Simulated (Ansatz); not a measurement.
Rutile MnO2, treated with PBE0 (plane waves, PAW; Ansatz, a quantum-chemistry and plane-wave program).

Numerical settings: plane-wave cutoff 460 eV, 6×6×8 k mesh (along the axes of the cell as run), Fermi–Dirac smearing 0.01 eV, spin-polarised with opposed moments, scalar-relativistic PAW data made under PBE.

Cell (relaxed at this level):

```
CELL_PARAMETERS angstrom
      4.36721     0.00000     0.00000
      0.00000     4.36721     0.00000
      0.00000     0.00000     2.85563
ATOMIC_POSITIONS crystal
  Mn 0.00000 0.00000 0.00000
  Mn 0.50000 0.50000 0.50000
  O  0.30546 0.30546 0.00000
  O  0.80546 0.19454 0.50000
  O  0.19454 0.80546 0.50000
  O  0.69454 0.69454 0.00000
```
Starting moments (μB, in the order of the record's atoms Mn Mn O O O O): 3.0 -3.0 0.0 0.0 0.0 0.0.

Q: Give the computed band gap and magnetic moment (largest site, within a sphere).

A: 
band gap: 2.54 eV (on the SCF k mesh) (direct)
magnetic moment (largest site, within a sphere): 2.52 μB

Note: the collinear magnetic order is the start's and need not be the measured one.

Moments are spin moments.

The computed numbers hold no vibrational or temperature effects.

It cost around 2.5 core-hours (rough) of CPU time.
